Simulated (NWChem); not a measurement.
# methanol (CH4O); SMILES CO

```xyz
6

C     -0.0103    -0.6588     0.0000
O     -0.0877     0.7481     0.0000
H      0.4965    -1.0494    -0.8912
H     -1.0337    -1.0351     0.0000
H      0.4965    -1.0494     0.8912
H      0.8040     1.1014     0.0000
```
Atoms are numbered in this order, from 1.

All runs: NWChem. Geometry: optimised at PBE0-D3(BJ)/def2-TZVP. B3LYP is NWChem's, with the RPA form of VWN correlation. Vertical excitations in the gas phase; the lowest state need not have the same character in each row.

For level PBE0/def2-SVPD, TDA:

```yaml
lowest excitation, singlet (eV): 6.99
lowest state with f > 0.02, singlet (eV): 8.13
orbital gap (eV): 8.61
```

How do the values read with level B3LYP/def2-SVPD, TDA instead?

The lowest excitation, singlet (eV) is 6.73 and the lowest state with f > 0.02, singlet (eV) is 7.82. The orbital gap (eV) comes out as 8.02.
